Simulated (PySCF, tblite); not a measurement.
# C₄H₇FN radical: geometry, infrared bands and EPR parameters

Aim: predict the infrared bands and EPR parameters of C₄H₇FN radical (`[H]/[C]=N/CCCF`).

Computed with tblite 0.8.0 and PySCF 2.14.0, with density-fitted response routines of our own, on a single molecule in the gas phase. Atoms count from 0, in the outputs and in this text.

### Step 1. The starting structure

13 atoms, charge 0, multiplicity 2; geometry from: force field or distance geometry start.

Bonds of the start (Å): C0–N1 1.28, N1–C2 1.44, C2–C3 1.54, C3–C4 1.51, C4–F5 1.40, C0–H6 1.07, C2–H7 1.11, C2–H8 1.09, C3–H9 1.11, C3–H10 1.11, C4–H11 1.11, C4–H12 1.12.

### Step 2. Geometry optimisation with GFN2-xTB

The job: settings as JSON, then the geometry in Å.

```
{"job": {"kind": "relax", "xc": "GFN2-xTB", "basis": "xTB"}, "charge": 0, "multiplicity": 2}
C      2.316100     0.164100    -0.865800
N      1.725200    -0.849200    -0.356500
C      0.289600    -0.829600    -0.402300
C     -0.160800     0.383500     0.425500
C     -1.673300     0.445000     0.410000
F     -2.043800     0.596500    -0.928500
H      3.379200     0.315700    -0.912400
H     -0.058300    -1.715900     0.177700
H     -0.095700    -0.792200    -1.422500
H      0.171000     0.292000     1.485400
H      0.276300     1.260600    -0.087700
H     -2.066600     1.252400     1.055200
H     -2.063200    -0.522400     0.820500
```

On the command line:

```
OMP_NUM_THREADS=1 python probes_run.py task.json out
```

This one command runs all jobs of the session in turn.

**Question.** This job is followed by: GFN2-xTB harmonic vibrations, gas phase; UKS B3LYP, pcH-1 on C F H N, non-relativistic, mean-field spin-orbit, GIAO. What will the session give for the following? strongest single infrared mode (GFN2-xTB); zero-point energy (GFN2-xTB); g(iso) (B3LYP); ⟨S²⟩; largest a(iso) (averaged by class); surface potential, 1st and 99th percentile.

**Answer**, as computed:

| quantity | value |
| --- | --- |
| strongest single infrared mode (GFN2-xTB) | 3010 cm⁻¹, 50 km/mol |
| zero-point energy (GFN2-xTB) | 64.2 kcal/mol |
| g(iso) (B3LYP) | 2.00139 |
| ⟨S²⟩ | 0.753 (exact 0.75) |
| largest a(iso) (averaged by class) | 13C on C0, 221.9 MHz |
| surface potential, 1st and 99th percentile | -1.03 V and 1.04 V |

What this shows: The optimisation took 79 steps and gained 0.475 eV; among the close pairs (by a distance rule), C0–N1 changed most, from 1.279 to 1.231 Å. All 33 modes are real, so the xTB geometry is a minimum. The strongest single mode, at 3010 cm⁻¹, moves mainly H6. GFN2-xTB is a fitted tight-binding method: band positions and strengths are rough. Its intensities can rank the bands wrongly. C0 carries the largest spin population, 0.66 e. The isotropic g lies 0.9 ppt below the free-electron value.
